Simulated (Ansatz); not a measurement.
Reaction (SMILES): N (NH3) → 3 H atom + N atom
B3LYP-D3(BJ)/def2-TZVP geometries, fixed; electronic energies without zero-point terms.

Basis-set convergence of the atomisation energy at CCSD(T) with Ansatz (a quantum-chemistry and plane-wave program). Cartesian d functions, on some or all atoms, in 6-31G*, 6-31+G*, 6-31G**; all else is spherical. Cores are frozen. Open shells are unrestricted. No added dispersion term, no relativity. Functions are those of the species that has most. Reference: Hartree-Fock in aug-cc-pVQZ plus the correlation part extrapolated as X^-3 from aug-cc-pVTZ and aug-cc-pVQZ, 297.71 kcal/mol, itself unsure by roughly 0.98 kcal/mol (a third of the extrapolation step and of the last Hartree-Fock step). Deviations are taken from unrounded values.

| basis | functions | atomisation energy (kcal/mol) | minus reference (kcal/mol) |
|---|---|---|---|
| STO-3G | 8 | 251.01 | -46.70 |
| 3-21G | 15 | 233.01 | -64.69 |
| 6-31G | 15 | 237.14 | -60.56 |
| 6-31G* | 21 | 253.12 | -44.59 |
| 6-31+G* | 25 | 257.06 | -40.64 |
| 6-31G** | 30 | 271.99 | -25.71 |
| 6-311G** | 36 | 274.43 | -23.28 |
| 6-311+G** | 40 | 277.28 | -20.43 |
| 6-311++G(2d,2p) | 57 | 282.38 | -15.33 |
| 6-311++G(3df,3pd) | 93 | 291.48 | -6.23 |

Of the sets listed that have larger relatives (same family, alike in diffuse functions), none stays within 4 kcal/mol of the reference together with them.
